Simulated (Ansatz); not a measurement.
The first iterations of a band of C2H7NO2 (12 atoms, charge 0, multiplicity 1).

The calculation used RKS PBE0/def2-SVP in Ansatz 0.2.0.

```yaml
movable_images: 5
climbing_image: yes
spring: 5.0 eV/Å²
optimiser: quadratic models (default)
start_path: IDPP
force_threshold: 0.05 eV/Å
iteration_limit: 60
end_points: relaxed
```

First end point:

```xyz
12
Properties=species:S:1:pos:R:3
C -0.461 -0.174 1.401
N 0.186 -0.822 0.277
C 0.418 -0.004 -0.864
O -0.784 0.322 -1.499
O 1.030 1.201 -0.534
H 0.151 0.610 1.884
H -1.389 0.301 1.053
H -0.733 -0.928 2.154
H 1.040 -1.297 0.552
H 1.072 -0.591 -1.548
H -1.271 -0.502 -1.609
H 0.817 1.830 -1.233
```

Last end point:

```xyz
12
Properties=species:S:1:pos:R:3
C -0.022 -0.013 1.590
N -0.129 -0.684 0.314
C 0.219 0.086 -0.838
O 0.099 -0.707 -1.968
O -0.632 1.186 -0.855
H 0.995 0.369 1.821
H -0.712 0.841 1.614
H -0.314 -0.705 2.393
H 0.416 -1.541 0.296
H 1.281 0.430 -0.848
H -0.791 -1.084 -1.921
H -0.334 1.767 -1.563
```

| iteration | highest image above the first end (eV) | largest band force component (eV/Å) |
| --- | --- | --- |
| 1 | 0.341 | 1.649 |
| 2 | 0.161 | 0.632 |
| 3 | 0.118 | 0.243 |
| 4 | 0.104 | 0.235 |

Task: Does the band converge within its limit, and where does its top end?

Result: The run converged. It ended after 13 iterations with the highest image 0.097 eV above the first end. A structure lower than the first end lies on the path between it and the top, so the climb from that side starts below the end, which may itself be a saddle point or a shallow side well. A vibrational analysis at the climbing image gives one clearly imaginary mode, 93i cm⁻¹: a first-order saddle point.

Run time: 94 s on 2 threads of INTEL(R) XEON(R) PLATINUM 8581C CPU @ 2.30GHz (Emerald Rapids), with other jobs on the host, peak memory 0.24 GiB.
